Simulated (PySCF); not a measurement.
Gas-phase reaction: Si + 2 SiCl3 + 2 H2O → 2 SiCl3OH + SiH2

Computed with PySCF and rigid-rotor harmonic-oscillator thermochemistry at 1 bar. † marks an energy on the PBE0/def2-TZVP geometry and frequencies; other levels use their own. CCSD(T) freezes the core. 6-31G* has spherical d functions here. Open shells (unrestricted): Si (multiplicity 3), SiCl3 (multiplicity 2); the rest are closed-shell singlets. Spin-orbit splitting is ignored; it lowers the true energy and changes the entropy of Si. SiCl3OH: computed as isolated molecules; such fragments, hydroxides, amides, oligomers or adducts are transient or little studied in the gas. CCSD(T) isn't extrapolated to the basis-set limit.

HF/def2-TZVP† gives ΔH°(298 K) = -587 kJ.

Task: What do CCSD(T)/def2-TZVPP†, PBE/def2-SVP, HF/6-31G* give?

Result: CCSD(T)/def2-TZVPP†: -710 kJ; PBE/def2-SVP: -677 kJ; HF/6-31G*: -584 kJ. For scale, ΔH°(298 K) is -587 kJ at this level, -755 kJ at ωB97M-V/def2-TZVP†, and runs from -823 to -584 kJ over the 20 levels computed.
